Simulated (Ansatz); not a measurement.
**Relaxing SrZnSbF**

The calculation used DFT r2SCAN, scalar-relativistic, plane waves, PAW in Ansatz.

The start is a database structure of SrZnSbF, space group P4/nmm (No. 129).

The final relaxation ran on this input, with the default PAW datasets:

```yaml
crystal:
  lattice:
    - [4.354542, 0.0, 0.0]
    - [0.0, 4.354542, 0.0]
    - [0.0, 0.0, 9.476159]
  atoms:
    - { symbol: Sr, position: [0.0, 0.5, 0.860101] }
    - { symbol: Sr, position: [0.5, 0.0, 0.139899] }
    - { symbol: Zn, position: [0.5, 0.5, 0.5] }
    - { symbol: Zn, position: [0.0, 0.0, 0.5] }
    - { symbol: Sb, position: [0.0, 0.5, 0.320979] }
    - { symbol: Sb, position: [0.5, 0.0, 0.679021] }
    - { symbol: F, position: [0.5, 0.5, 0.0] }
    - { symbol: F, position: [0.0, 0.0, 0.0] }
basis:
  ecutwfc: 500
kpoints:
  mp_grid: { grid: [8, 8, 4] }
hamiltonian:
  xc: r2scan
scf:
  occupations: { method: gaussian, width: 0.01 }
output:
  forces: true
  stress: true
  eigenvalues: true
relax:
  adjacent_minimum: "off"
  f_tol: 0.01
  max_steps: 80
  cell: { stress_tol: 0.05 }
```

Launched as:

```bash
ansatz run input.yaml --threads 1 --pin off --max-ram 2560MiB --backend cpu --events-out ev --progress --plain --runs-dir out
```

The run took 12 min on 1 thread of Intel(R) Xeon(R) Processor @ 2.50GHz (Skylake/Cascade Lake), with other jobs on the host, peak memory 1 GiB.

The program printed at the end:

```
SCF converged after 6 iterations
Free energy (F): -28389.371084 eV
Harris-Foulkes:  -28389.371084 eV  (|F-HF|=1.09e-11)
Internal energy: -28389.371084 eV  (E = F + TS)
E sigma→0 (E₀):  -28389.371084 eV
Fermi energy:    9.271533 eV
--- Per-component energies (eV) ---
  E_band       = -549.830857
  E_kinetic    = 1584.898342
  E_local      = -9655.040058  (includes V_loc(G=0)·N_el)
  E_nonlocal   = 2509.637891
  E_hartree    = 3959.338667
  E_xc         = -991.171323
  E_vxc        = -904.529305  (∫ρ·V_xc dr)
  E_paw        = -18742.538191  (= ΣΔE_a)
  E_vpaw       = -2059.312265  (= ΣTr[D̂ρ^β])
  E_aug_tail   = 0.001976  (compensation charges beyond the density's cutoff)
  E_vtau       = 55.835069  (kinetic-family band-sum trace: ∫τ·v_τ [+ j·A + Jᵃ·Aᵃ] dr)
  E_ewald      = -7054.790369
  E_core_change = 0.291980  (= ΣΔE_core)
  E_smearing   =  0.000000  (= −TS)
  E_closure    =  0.000000  (closes the sum)
  Σ components = -28389.371084   (vs F -28389.371084, Δ=0.00e0)
--- Forces (eV/Å), atoms counted from 1 ---
  atom   1  Sr     0.00000000     0.00000000     0.00260799
  atom   2  Sr     0.00000000     0.00000000    -0.00260799
  atom   3  Zn     0.00000000     0.00000000     0.00000000
  atom   4  Zn     0.00000000     0.00000000     0.00000000
  atom   5  Sb     0.00000000     0.00000000     0.00008428
  atom   6  Sb     0.00000000     0.00000000    -0.00008428
  atom   7  F      0.00000000     0.00000000     0.00000000
  atom   8  F      0.00000000     0.00000000     0.00000000
  max |Σ_I F_I| component: 7.81e-18 eV/Å
--- Stress (GPa, compression-positive) ---
       -0.007453       0.000000       0.000000
        0.000000      -0.007453       0.000000
        0.000000       0.000000      -0.015745
  P = ⅓ Tr σ = -0.0102 GPa (-0.102 kbar)
--- Relaxed structure (6 steps of the walk, 5 accepted, 1 SCFs on fresh bases) ---
  F+E_penalty+E_count = -28389.37108377 eV   max|allowed force component| = 2.608e-3 eV/Å   (the final SCF, on the basis selected at the relaxed cell)
  cell:  # Å, volume = 174.7546 Å³
    - [4.295818, 0.000000, 0.000000]
    - [0.000000, 4.295818, 0.000000]
    - [0.000000, 0.000000, 9.469714]
  atoms:
    - { symbol: Sr, position: [0.000000, 0.5, 0.861847] }
    - { symbol: Sr, position: [0.5, 0.000000, 0.138153] }
    - { symbol: Zn, position: [0.5, 0.5, 0.5] }
    - { symbol: Zn, position: [0.000000, 0.000000, 0.5] }
    - { symbol: Sb, position: [0.000000, 0.5, 0.322729] }
    - { symbol: Sb, position: [0.5, 0.000000, 0.677271] }
    - { symbol: F, position: [0.5, 0.5, 0.000000] }
    - { symbol: F, position: [0.000000, 0.000000, 0.000000] }
```

Absolute energies hang on the potentials; compare differences alone.

The result has space group P4/nmm (No. 129). Around Sr lie 4 F at 2.51 Å; around Zn lie 4 Sb at 2.73 Å and 4 Zn at 3.04 Å; Sb has 4 Zn at 2.73 Å; around F lie 4 Sr at 2.51 Å and 4 F at 3.04 Å.

Against the elements it lies at -1.980 eV/atom. Energies over the elements count from the elements' standard structures at the same level (F₂ as a molecule), with no empirical corrections.

Spin–orbit coupling is left out.

A structure relaxed within its symmetry needn't be a true minimum.